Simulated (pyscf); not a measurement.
Thermochemistry of product channels of F–WH₂(F)(F)–F (SMILES [F][WH2]([F])([F])[F]) + H• (SMILES [H]) on the doublet surface, in kcal/mol, from ωB97M-D3(BJ)/def2-TZVP energies (ideal gas, 1 atm, RRHO with modes under 100 cm⁻¹ raised to 100, one conformer, R ln 2 for rigid chiral ones). PySCF, gas phase, ωB97X-D3(BJ)/def2-SVP geometries.

| products | ΔE | ΔH(298 K) | ΔG(600 K) | ΔG(900 K) |
|---|---|---|---|---|
| F• (SMILES [F]) + F–WH₃(F)–F (SMILES [F][WH3]([F])[F]) | ___ | +60.2 | +58.0 | +57.4 |
| HF (SMILES F) + [F–WH₂(F)–F]• (SMILES [F][WH2]([F])[F]) | -26.0 | -22.7 | -30.4 | -33.7 |
| [F–WH(F)(F)–F]• (SMILES [F][WH]([F])([F])[F]) + H₂ (SMILES [H][H]) | ___ | -55.4 | -59.2 | -61.0 |

Question: Some entries are withheld; supply them.

Answer: 
- F• (SMILES [F]) + F–WH₃(F)–F (SMILES [F][WH3]([F])[F]), ΔE: +56.9
- [F–WH(F)(F)–F]• (SMILES [F][WH]([F])([F])[F]) + H₂ (SMILES [H][H]), ΔE: -56.0

These are energies of the channels, which say nothing of barriers. Left out: orbital degeneracy and the spin-orbit lowering of F. Open-shell species with a d-block atom are single-reference here; other states, and whether the spin sits on metal or ligand, were not checked. Elements past Kr carry the def2 core potentials, without spin-orbit coupling.
